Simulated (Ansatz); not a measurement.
Born–Oppenheimer molecular dynamics of CH6OSi (9 atoms, charge 0, multiplicity 1). It starts from a relaxed structure.

The calculation used RKS PBE/6-31G* in Ansatz.

```yaml
ensemble: NVE (velocity Verlet)
time_step: 0.5 fs
steps_asked: 250
starting_velocities_drawn_for: 1000 K
seed: 514449
```

First frame:

```xyz
9
Properties=species:S:1:pos:R:3
Si -0.014 -0.008 0.035
O 0.102 -0.293 1.681
C -1.090 -0.375 2.462
H -1.752 -1.195 2.119
H -0.797 -0.579 3.505
H -1.664 0.572 2.439
H 1.389 0.024 -0.478
H -0.697 1.302 -0.260
H -0.790 -1.093 -0.666
```

(1) How far do the bonds stretch over the last three quarters of this one trajectory? (Pairs bonded in most of those frames.)

Answers

(1) 
```json
{"bond": "Si1–O2", "mean (Å)": "1.682", "spread (Å)": "0.035", "shortest": "1.61", "longest": "1.74"}
{"bond": "Si1–H7", "mean (Å)": "1.495", "spread (Å)": "0.010", "shortest": "1.48", "longest": "1.51"}
{"bond": "Si1–H8", "mean (Å)": "1.532", "spread (Å)": "0.103", "shortest": "1.37", "longest": "1.68"}
{"bond": "Si1–H9", "mean (Å)": "1.513", "spread (Å)": "0.033", "shortest": "1.46", "longest": "1.56"}
{"bond": "O2–C3", "mean (Å)": "1.446", "spread (Å)": "0.063", "shortest": "1.34", "longest": "1.54"}
{"bond": "C3–H4", "mean (Å)": "1.111", "spread (Å)": "0.023", "shortest": "1.06", "longest": "1.16"}
{"bond": "C3–H5", "mean (Å)": "1.107", "spread (Å)": "0.012", "shortest": "1.08", "longest": "1.13"}
{"bond": "C3–H6", "mean (Å)": "1.113", "spread (Å)": "0.019", "shortest": "1.08", "longest": "1.15"}
```

Mean temperature of the second half: 485 K. The conserved energy stayed within 0.45 meV per atom of its start (net change 0.13 meV per atom), so the integration is sound. Over the second half the temperature averaged 0.49 of the 1000 K drawn at the start: a run that starts near a minimum puts about half its kinetic energy into the potential. A run of 0.12 ps of so small a system gives no equilibrium averages.

The run took 2.8 min on 1 thread of AMD EPYC 9R45 96-Core Processor (Zen 5), with other jobs on the host, peak memory 0.13 GiB.
